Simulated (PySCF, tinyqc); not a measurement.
Worked calculation: RHF in the sto-3g basis, for CH2, spin multiplicity 1. The lowest restricted solution is unstable here: a spin-polarised one lies 0.0360 hartree lower (PySCF). One step of it, computed by the program tinyqc.

Question. Orthogonalisation. S = U s U^T; symmetric (Loewdin) form X = U s^(-1/2) U^T, so that X^T S X = 1.

overlap S, lower triangle:
```
           1C 1s     1C 2s    1C 2px     1C 2py    1C 2pz     2H 1s     3H 1s
1C 1s   1.000000
1C 2s   0.248362  1.000000
1C 2px  0.000000  0.000000  1.000000
1C 2py  0.000000  0.000000  0.000000   1.000000
1C 2pz  0.000000  0.000000  0.000000   0.000000  1.000000
2H 1s   0.053984  0.456080  0.000000   0.382316  0.228693  1.000000
3H 1s   0.053984  0.456080  0.000000  -0.382316  0.228693  0.123990  1.000000
```

Give: eigenvalues of S; X.

Answer.

eigenvalues of S: 0.3181  0.3938  0.8763  1.0000  1.0912  1.4822  1.8384

X, lower triangle:
```
          1C 1s    1C 2s  1C 2px   1C 2py   1C 2pz    2H 1s   3H 1s
1C 1s    1.0269
1C 2s   -0.1522   1.2568
1C 2px   0.0000   0.0000  1.0000
1C 2py   0.0000   0.0000  0.0000   1.1635
1C 2pz  -0.0112   0.1139  0.0000   0.0000   1.0558
2H 1s    0.0254  -0.3139  0.0000  -0.2712  -0.1544   1.2241
3H 1s    0.0254  -0.3139  0.0000   0.2712  -0.1544  -0.0274  1.2241
```
